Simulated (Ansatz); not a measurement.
# CH₂Al (quartet): from Hartree-Fock to the top rungs, def2-TZVPP

One table from this session's results is given with a row withheld; the runs are named, their logs left out.

Method: def2-TZVPP, core rule «outside noble gas», up to 6 orbitals frozen; program: Ansatz 0.2.0, Gaussian basis.

Plan: UHF; ROHF; CCSD(T) on UHF.

2 further runs of the same task are left out: 2 set aside as unsound or not needed.

### What is computed

The geometry is a PBE0/def2-TZVP stationary point (not a proven minimum) of the parent state, kept for this charge and spin.

4 atoms, charge 0, spin multiplicity 4.

Atoms are counted from 1 here; the program's logs count them from 0.

Bond lengths: Al1–C2 1.971 Å, C2–H3 1.094 Å, C2–H4 1.094 Å. Angles: Al1–C2–H3 125.0°, Al1–C2–H4 125.0°, H3–C2–H4 109.9°.

Set-up of the first run:

in.yaml

```yaml
crystal:
  periodic: [false, false, false]
  atoms:
    - {symbol: Al, position_ang: [0.000000, 0.000000, 0.704959]}
    - {symbol: C, position_ang: [0.000000, 0.000000, -1.265754]}
    - {symbol: H, position_ang: [0.000000, -0.896128, -1.894102]}
    - {symbol: H, position_ang: [0.000000, 0.896128, -1.894102]}
basis:
  gaussian: {orbitals: def2-TZVPP}
magnetization: {spin_polarized: true, initial_magnetization: 3}
hamiltonian: {xc: hf}
output: {orbitals: {seedname: orbitals}}
```

The run is started by

```
$ ansatz run in.yaml --threads 1 --pin off --events-out ev --progress --plain --max-ram 4096MiB --backend cpu
```

Steps of the session up to this table: UHF; ROHF; CCSD(T) on UHF.

One of the session's tables, all rows but one given; the rest of the session is left out.

```
  method  from UCCSD(T) (kJ/mol)
    ROHF                       ?
     UHF                  +547.1
    UMP2                   +84.0
   UCCSD                   +20.2
UCCSD(T)                       0
```

**Question.** Estimate the row for ROHF.

The run gave: from UCCSD(T) (kJ/mol): +559.3. In the column «from UCCSD(T) (kJ/mol)» it is the highest.
